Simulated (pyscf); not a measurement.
Structures and frequencies: ωB97X-D3(BJ)/def2-SVP in PySCF. MP2 and CC: frozen core, UHF for open shells. ΔMP2 is the change of the MP2 total energy from the triple- to the quadruple-zeta basis.

Problem. What is the homolytic dissociation enthalpy (298 K, CCSD(T)/def2-TZVPP + ΔMP2(QZVPP)) of the P–Si bond of O=P–SiH₃, to O=P• + SiH₃•?

Solution. P–Si to O=P• + SiH₃•: 48.7 kcal/mol. The radicals are drawn with the spin at the cut bond; how far it spreads was not checked. O=P–SiH₃ lies 27.2 kcal/mol over its isomer HO–SiH=PH, and others may lie lower still (electronic energy, ωB97M-D3(BJ)). The CCSD(T) − MP2 part came from Ansatz, without density fitting, on the same reference. The term symbol of open-shell O=P• was not checked; spin-orbit terms are left out.
